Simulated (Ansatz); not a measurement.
Geometry optimisation, RKS PBE0-D4/def2-SVP in Ansatz.

input.yaml

```yaml
crystal:
  periodic: [false, false, false]
  atoms:
    - { symbol: Al, position_ang: [-0.104805, 3.0e-06, -1.120997] }
    - { symbol: Cl, position_ang: [1.592121, 2.0e-06, 1.85896] }
    - { symbol: H, position_ang: [2.049691, -3.0e-06, 0.607458] }
    - { symbol: Cl, position_ang: [-2.170207, -2.0e-06, -0.556221] }
basis:
  gaussian: { orbitals: def2-SVP }
hamiltonian:
  xc: pbe0
  dispersion: d4
relax:
  f_tol: 0.03
  max_steps: 50
output:
  orbitals: {}
```

Launched with:

```bash
$ ansatz run input.yaml --threads 1 --pin off --max-ram 2048MiB --backend cpu --events-out ev --progress --plain --runs-dir out
```

**Question.** Where does it end, and by what steps?

**Answer.** It converged. After 10 steps the energy has fallen by 0.080 eV; H3 moved furthest, 0.53 Å.

```csv
step,energy less start (eV),largest force component (eV/Å),accepted
0,0.0000,1.098,yes
1,-0.0182,1.061,yes
2,0.0143,1.375,no
3,-0.0323,0.892,yes
4,-0.0509,0.622,yes
5,-0.0735,0.049,yes
6,-0.0737,0.049,yes
7,-0.0509,1.104,no
8,-0.0757,0.033,yes
9,-0.0777,0.254,yes
10,-0.0801,0.003,yes
```

```xyz
4
Properties=species:S:1:pos:R:3
Al -0.208 0.000 -1.351
Cl 1.255 0.000 1.503
H 2.428 0.000 0.973
Cl -2.108 0.000 -0.336
```

Whether the end is a true minimum wasn't checked by a vibrational analysis.

Run time: 15 s on 1 thread of Arm Neoverse V2, with other jobs on the host, peak memory 0.11 GiB.
